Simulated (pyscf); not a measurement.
HN=SiH–Cl (SMILES N=[SiH]Cl) + SiH₄ (SMILES [SiH4]) → H₃Si–NH–SiH₂–Cl (SMILES [SiH3]N[SiH2]Cl), an addition across a multiple bond or ene-type step (singlet surface; H–Si broken, N–Si, H–Si formed). Optimised with ωB97X-D3(BJ)/def2-SVP in PySCF. Correlated levels are frozen-core, on RHF or UHF. ΔMP2 is the change of the MP2 total energy from the triple- to the quadruple-zeta basis. Energies in kcal/mol from the separated reactants.

Small-basis levels: PySCF, no dispersion term, spherical d functions. AM1 to PM7: differences of heats of formation from MOPAC, which are fitted to 298 K values and so differ in kind from electronic energies by zero-point and thermal terms. Cost: rough CPU time at the saddle relative to B3LYP/6-31G*, from one job on a shared machine.

```tsv
level	barrier	reaction energy	cost
HF/STO-3G	42.3	-102.7	0.04
HF/6-31G*	15.0	-71.6	0.09
MP2/6-31G*	?	-63.5	0.1
PBE/6-31G*	6.8	-58.4	2
B3LYP/STO-3G	?	-82.1	0.6
B3LYP/3-21G	21.4	-67.7	0.8
M06-2X/6-31G*	4.5	-69.6	2
AM1	26.7	-53.5	under 0.02
PM6	-15.4	-69.9	under 0.02
CCSD(T)/def2-TZVPP + ΔMP2(QZVPP)	?	-65.4	–
```

Q: Some entries are withheld; supply them.

A: 
- MP2/6-31G*, barrier: 13.0
- B3LYP/STO-3G, barrier: 35.3
- CCSD(T)/def2-TZVPP + ΔMP2(QZVPP), barrier: 4.7

Against the last row the barrier runs from -20.1 (PM6) to +37.6 kcal/mol (HF/STO-3G); M06-2X/6-31G* happens to lie closest here (0.2 kcal/mol apart). At PM6 this geometry lies under one side, so the entry may be no barrier of that level: it is a single point on another level's saddle. CCSD(T)/def2-TZVPP + ΔMP2(QZVPP) has limits of its own. On the reactant side the descent ends in a complex, 4.3 kcal/mol under the separated species and 4.3 kcal/mol under the saddle at ωB97X-D3(BJ)/def2-TZVP. At ωB97X-D3(BJ)/def2-TZVP the barrier from the zero used here is -0.1 kcal/mol. HN=SiH–Cl lies 26.4 kcal/mol over its isomer H₂N–Si:–Cl [singlet] (electronic energy, ωB97M-D3(BJ)/def2-TZVP). One saddle was located; it need not be the lowest between these sides. The CCSD(T) − MP2 part came from Ansatz, without density fitting, on the same reference.
